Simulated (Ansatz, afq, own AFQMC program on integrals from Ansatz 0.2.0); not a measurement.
## InH$_{3}$⁺, doublet: AFQMC among the cluster methods

```
atom   x (Å)    y (Å)    z (Å)
  In  0.0000  -0.0186   0.0037
   H  0.0000   2.3333  -0.0653
   H  0.0000  -0.1720  -2.0305
   H  0.0000  -0.0481   1.6718
```

Basis def2-SVP with its core potentials. Only valence electrons are correlated. Integrals, coupled cluster, full CI and functionals: Ansatz 0.2.0; the random walks run on the same integrals in our own AFQMC program. ph-AFQMC/CISD is guided by a CISD state made of CCSD amplitudes; releasing the constraint for a short imaginary time cuts its bias at the price of noise, slowly where states lie close. Uncertainties: one standard error, sampling alone. No spin–orbit coupling.

Determinant: UHF, the one that the program's search chose, which needn't be the lowest solution. The geometry is a point of a scan.

Full CI on the same integrals is exact in this basis and with this determinant's frozen core.

Cautions: no spin-orbit coupling; inner d shell frozen.

```
T1 diagnostic                               : 0.0218
weight of the determinant in the CISD state : 0.930
⟨S²⟩ of the determinant                     : 0.761
size of the correlated space                : 5 electrons in 32 orbitals
```

```csv
level,correlation energy (eV)
MP2,-1.3419
CCSD,-1.8786
CCSD(T),-1.9065
```

Estimate where phaseless AFQMC with a CISD trial lies against CCSD(T) on the same integrals.

1.0 ± 0.09 kJ/mol below CCSD(T).

Reference: full CI, correlation energy -1.921 eV. The released energy is read at 2.40 1/Eh (meV from the phaseless value at times in 1/Eh: 0.1 ± 1.0 at 0.24, -0.6 ± 0.9 at 0.51, -2.5 ± 0.7 at 0.99, -2.0 ± 0.7 at 1.62, -2.5 ± 0.6 at 2.40).

```json
{"level": "CCSD(T)", "E − E(reference) (kJ/mol)": "1.4", "share of correlation (%)": "99.27"}
{"level": "CCSDT", "E − E(reference) (kJ/mol)": "0.1", "share of correlation (%)": "99.93"}
{"level": "CCSDT(Q)", "E − E(reference) (kJ/mol)": "0.0", "share of correlation (%)": "99.98"}
{"level": "CCSDTQ", "E − E(reference) (kJ/mol)": "0.0", "share of correlation (%)": "100.00"}
{"level": "ph-AFQMC/CISD", "E − E(reference) (kJ/mol)": "0.3 ± 0.09", "share of correlation (%)": "99.81"}
{"level": "released AFQMC", "E − E(reference) (kJ/mol)": "0.1 ± 0.06", "share of correlation (%)": "99.94"}
```

CCSDT and higher add their correlation energy to the determinant of the CCSD(T) run, since their own runs factorise the integrals more tightly (a shift of under 2 meV). A walk keeps the symmetry of its determinant, which the program's search chose and which needn't be the lowest solution, so a lower state of the same spin and another symmetry isn't excluded. Released energies are given only where the last usable release times agree within the noise; a slower fall can still hide under it.
